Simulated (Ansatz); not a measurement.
# CH₄O (triplet): wave-function methods side by side at distance O1–H3 along a hydrogen transfer = 0.892 Å, cc-pVDZ

The task here is to estimate one member of a computed series from the others.

The runs use Ansatz 0.2.0, Gaussian basis; cc-pVDZ, core rule «outside noble gas», up to 2 orbitals frozen.

The runs, in order: UHF; CCSD(T) on ROHF; CCSD(T) on UHF; BCCD(T) on ROHF; CISD; CCSDT(Q) on ROHF; CCSDT(Q) on UHF; CASSCF and MRCISD+Q, 4 electrons in 4 orbitals; CASSCF and NEVPT2, 4 electrons in 4 orbitals.

9 further runs of the same task are left out: 7 that didn't finish, 2 set aside as unsound or not needed.

## The system

The geometry derives from fragments relaxed apart (PBE0/def2-TZVP) and kept rigid, so it is no stationary point. A hydrogen atom is moved between rigid fragments.

6 atoms, charge 0, spin multiplicity 3.

Atoms are counted from 1 here; the program's logs count them from 0.

Bond lengths: O1–H2 0.960 Å, O1–H3 0.892 Å, C4–H5 1.079 Å, C4–H6 1.079 Å. Angles: H2–O1–H3 105.1°, H5–C4–H6 134.8°.

Set-up of the first run:

The input, in.yaml:

```yaml
crystal:
  periodic: [false, false, false]
  atoms:
    - {symbol: O, position_ang: [-1.070209, -0.029147, 0.000000]}
    - {symbol: H, position_ang: [-1.319518, 0.897428, 0.000000]}
    - {symbol: H, position_ang: [-0.178209, -0.029147, 0.000000]}
    - {symbol: C, position_ang: [1.268791, -0.029147, 0.000000]}
    - {symbol: H, position_ang: [1.683259, -0.029147, 0.996161]}
    - {symbol: H, position_ang: [1.683259, -0.029147, -0.996161]}
basis:
  gaussian: {orbitals: cc-pVDZ}
magnetization: {spin_polarized: true, initial_magnetization: 2}
hamiltonian: {xc: hf}
output: {orbitals: {seedname: orbitals}}
```

The run is started by

```sh
$ ansatz run in.yaml --threads 1 --pin off --events-out ev --progress --plain --max-ram 2393MiB
```

Steps of the session up to this table: UHF; CCSD(T) on ROHF; CCSD(T) on UHF; BCCD(T) on ROHF; CISD; CCSDT(Q) on ROHF; CCSDT(Q) on UHF; CASSCF and MRCISD+Q, 4 electrons in 4 orbitals; CASSCF and NEVPT2, 4 electrons in 4 orbitals.

One table of the session follows, with a row left open; its other results are not shown here.

It belongs to the step «Misses and costs». 

```
       method  from UCCSDT(Q) (meV)
         ROHF               +9403.3
          UHF               +9211.7
         RMP2                +988.1
         UMP2                +979.0
         CISD                +885.2
        RCCSD                +192.8
        UCCSD                +189.7
     RCCSD(T)                     ?
     UCCSD(T)                 +31.8
      BCCD(T)                 +32.3
       RCCSDT                 +16.3
       UCCSDT                 +15.4
    RCCSDT(Q)                  +1.2
    UCCSDT(Q)                     0
  CASSCF pair               +8835.6
  NEVPT2 pair               +1004.5
  MRCISD pair                +806.2
MRCISD+Q pair                 +96.7
```

Estimate the missing values for RCCSD(T).

As computed: from UCCSDT(Q) (meV): +32.6. In the column «from UCCSDT(Q) (meV)» it lies between BCCD(T) (+32.3) and MRCISD+Q pair (+96.7).

Limits of these values: Restricted and unrestricted rows rest on different reference determinants; where their highest levels disagree by more than a few hundredths of an eV, they describe different states and don't form one ladder.
